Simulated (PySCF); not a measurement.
HO, charge -1, multiplicity 1. Atoms are numbered in the order given.

```xyz
2

O      0.0000     0.0000    -0.1075
H      0.0000     0.0000     0.8598
```
Charge -1, spin multiplicity 1.

The structure is a stationary point at r2SCAN-D4/def2-TZVPD. The multiplicity is an assumed one; other spin states were not compared.

Level of theory: B3LYP/def2-TZVPD in PySCF.

Mulliken values depend strongly on the basis, most of all with diffuse functions as here. ESP charges are fitted to the potential on shells at 1.4 to 2.0 van der Waals radii. Atomic charges (e):

| atom | IAO | ESP fit | Mulliken |
|---|---|---|---|
| O1 | -1.27 | -1.23 | -1.14 |
| H2 | 0.27 | 0.23 | 0.14 |
